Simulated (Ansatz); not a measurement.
formaldehyde (SMILES C=O) moved off its minimum; all values from Ansatz (a quantum-chemistry and plane-wave program), cores frozen in correlated methods.
(charge 0, multiplicity 1)
```xyz
4

C     -0.3658     0.2945    -0.0117
O      0.5431    -0.0361    -0.1255
H     -1.3558    -0.4258     0.1160
H     -1.0233     1.1207     0.0384
```

Forces at r2SCAN/def2-TZVPP (eV/Å):

```
atom       Fx       Fy      Fz
----  -------  -------  ------
C1    -40.307    9.460   4.914
O2     38.662  -12.198  -4.779
H3      0.713   -1.085   0.018
H4      0.932    3.824  -0.153
```

Task: Give the forces (eV/Å), the total energy and the dipole at CCSD(T)/aug-cc-pVTZ.

Result: 
```json
[
 {"atom": "C1", "Fx": "-41.760", "Fy": "9.811", "Fz": "5.096"},
 {"atom": "O2", "Fx": "39.905", "Fy": "-12.611", "Fz": "-4.935"},
 {"atom": "H3", "Fx": "0.856", "Fy": "-0.960", "Fz": "-0.001"},
 {"atom": "H4", "Fx": "1.000", "Fy": "3.760", "Fz": "-0.160"}
]
```
Energy -114.1710 hartree, dipole 1.22 D.
